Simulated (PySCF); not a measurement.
Start geometry of monofluorosilane, `F[SiH3]` from GFN2-xTB (Å):
```
atom  x, y, z in Å
F1     1.516   -0.062   -0.228
Si2   -0.097   -0.002    0.009
H3    -0.489    1.390   -0.199
H4    -0.246   -0.453    1.374
H5    -0.651   -0.907   -0.994
```

Task: What comes out of this run: PySCF, PBE0-D3(BJ)/def2-TZVP geometry optimisation, gas phase?

Result: 
```
atom  x, y, z in Å
F1     1.370    0.674   -0.340
Si2   -0.029   -0.023    0.001
H3    -1.095    1.001   -0.093
H4     0.046   -0.573    1.375
H5    -0.260   -1.108   -0.982
```

The energy falls by 7.2 kJ/mol over 5 energy and gradient evaluations, the largest force component goes from 0.0356 to 1.3e-04 Eh/bohr, and the atoms move by 0.045 Å rms after alignment. The bond that changes most is Si2–H4 (fluorine-bound silicon to Si–H hydrogen), which lengthens by 0.036 Å. Bonds longer at the end by more than 0.005 Å: 3 of 4; shorter: 1. Among the angles that change most is F1–Si2–H4, from 103.1° to 108.4°. Rotational constants go from 84357, 13996, 13984 to 84508, 14247, 14246 MHz. The orientation of the end geometry is arbitrary; only internal coordinates are fixed.

The run used 86 basis functions and 32 SCF cycles in all.

Not checked by PBE0-D3(BJ)/def2-TZVP frequencies.
